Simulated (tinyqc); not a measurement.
Worked calculation: extended Hueckel theory, for CH4. One step of it, computed by the program tinyqc.

Question. Mulliken analysis. P = C n C^T; charge = valence electrons (H 1, C 4) minus the sum of (P S)_ii on the atom; overlap population = 2 sum P_ij S_ij between two atoms.

coefficients:
```
             MO1        MO2        MO3        MO4        MO5        MO6        MO7        MO8
1C 2s   0.578130   0.000000   0.000000   0.000000   0.000000   0.000000   0.000000   1.776596
1C 2px  0.000000   0.441611   0.222887   0.273478  -0.396304   0.565227   0.947319   0.000000
1C 2py  0.000000  -0.221295  -0.166237   0.492831   0.289741   1.024590  -0.490121   0.000000
1C 2pz  0.000000  -0.274767   0.492114   0.042617   1.064399  -0.068455   0.486128   0.000000
2H 1s   0.188878  -0.028439   0.286613   0.422494  -0.530067  -0.841922  -0.522037  -0.739107
3H 1s   0.188878   0.489737  -0.053790  -0.136825   0.968696   0.216328  -0.526456  -0.739107
4H 1s   0.188878  -0.202721  -0.460261   0.092307   0.209381  -0.292094   1.064503  -0.739107
5H 1s   0.188878  -0.258577   0.227439  -0.377977  -0.648011   0.917688  -0.016010  -0.739107
```

occupations: 2.000000  2.000000  2.000000  2.000000  0.000000  0.000000  0.000000  0.000000

overlap S:
```
           1C 2s     1C 2px     1C 2py     1C 2pz     2H 1s      3H 1s      4H 1s      5H 1s
1C 2s   1.000000   0.000000   0.000000   0.000000  0.517179   0.517179   0.517179   0.517179
1C 2px  0.000000   1.000000   0.000000   0.000000  0.292108   0.292108  -0.292108  -0.292108
1C 2py  0.000000   0.000000   1.000000   0.000000  0.292108  -0.292108   0.292108  -0.292108
1C 2pz  0.000000   0.000000   0.000000   1.000000  0.292108  -0.292108  -0.292108   0.292108
2H 1s   0.517179   0.292108   0.292108   0.292108  1.000000   0.166495   0.166495   0.166495
3H 1s   0.517179   0.292108  -0.292108  -0.292108  0.166495   1.000000   0.166495   0.166495
4H 1s   0.517179  -0.292108   0.292108  -0.292108  0.166495   0.166495   1.000000   0.166495
5H 1s   0.517179  -0.292108  -0.292108   0.292108  0.166495   0.166495   0.166495   1.000000
```

Give: charges; Overlap populations.

Answer.

charges: 1C -0.2070, 2H 0.0518, 3H 0.0518, 4H 0.0518, 5H 0.0518

Overlap populations:
```
pair      value
2-1    0.810810
3-1    0.810810
3-2   -0.034283
4-1    0.810810
4-2   -0.034283
4-3   -0.034283
5-1    0.810810
5-2   -0.034283
5-3   -0.034283
5-4   -0.034283
```
